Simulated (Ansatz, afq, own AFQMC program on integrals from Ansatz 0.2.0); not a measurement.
## Where AFQMC and coupled cluster stand for GeH₄Cl, doublet

```yaml
atoms:
  - { symbol: Cl, position_ang: [-2.1973, 0.0000, 0.0000] }
  - { symbol: H, position_ang: [-0.7433, 0.0000, 0.0000] }
  - { symbol: Ge, position_ang: [1.0207, 0.0000, 0.0000] }
  - { symbol: H, position_ang: [1.4894, -1.4659, 0.0000] }
  - { symbol: H, position_ang: [1.4894, 0.7330, -1.2695] }
  - { symbol: H, position_ang: [1.4894, 0.7330, 1.2695] }
```

Connectivity, by distances: Cl ··· GeH3, 1 bridging H.

Basis cc-pVTZ. Noble-gas cores (and the filled d shells of Ga–Kr and In–Xe) are frozen. Integrals, coupled cluster, full CI and functionals: Ansatz 0.2.0; the random walks run on the same integrals in our own AFQMC program. The CISD trial takes its coefficients from CCSD amplitudes. Released means that phaseless walkers are propagated on without the constraint, phases kept. Uncertainties: one standard error, sampling alone. No spin–orbit coupling.

Determinant: UHF, the one that the program's search chose, which needn't be the lowest solution. The geometry is a point of a scan.

No full CI on the walks' own integrals is used here. The released AFQMC energy serves as the reference, which it does only where one determinant dominates, the energy is flat over the last release times and near the phaseless one (40 meV or 2 meV an electron, half that with transition metals). On small molecules, where full CI could be run and the noise was under 10 meV, such values lay within 10 meV of it in 19 cases of 20, a flattering rate, since the rule was set on those same cases; what remains of the bias isn't in the error bar.

Cautions: no relativity below Rb; no spin-orbit coupling; inner d shell frozen; the released value is read at 1.50 1/Eh (meV from the phaseless value at times in 1/Eh: -2 ± 6 at 0.24, -6 ± 7 at 0.51, -17 ± 9 at 0.99, -14 ± 7 at 1.50).

* T1 diagnostic: 0.0126
* weight of the determinant in the CISD state: 0.849
* ⟨S²⟩ of the determinant: 0.774
* size of the correlated space: 15 electrons in 114 orbitals

Reference: AFQMC with the constraint released, correlation energy -10.482 ± 0.007 eV.

```tsv
level	E − E(reference) (mEh)	share of correlation (%)
HF	385.20 ± 0.26	0.00
MP2	59.13 ± 0.26	84.65
CCSD	14.91 ± 0.26	96.13
CCSD(T)	2.19 ± 0.26	99.43
ph-AFQMC/CISD	0.53 ± 0.34	99.86
```

A walk keeps the symmetry of its determinant, which the program's search chose and which needn't be the lowest solution, so a lower state of the same spin and another symmetry isn't excluded. Released energies are given only where the last usable release times agree within the noise; a slower fall can still hide under it.
